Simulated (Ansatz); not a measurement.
fcc Yb, treated with r²SCAN-D4 in Ansatz (PAW).

Run with plane-wave cutoff 500 eV, 24×24×24 k mesh, Fermi–Dirac smearing 0.1 eV, no spin polarisation, scalar-relativistic PAW data made under PBE.

Computed at the level's own relaxed cell.

**Question.** Estimate the volume per atom and lattice parameter a that the calculation returns.

**Answer.** 
- volume per atom = 34.99 Å³/atom
- lattice parameter a = 5.192 Å

Measured, for comparison: equilibrium volume per atom 41.24 Å³/atom, lattice constant a 5.485 Å (293 K, not corrected to a static lattice; as tabulated in Wikipedia's data pages). Computed (rounded) less measured: equilibrium volume per atom -15.2 %, lattice constant a -5.3 %.

Spin–orbit coupling is not included.

The computed numbers hold no vibrational or temperature effects.

Ansatz is a quantum-chemistry and plane-wave program.
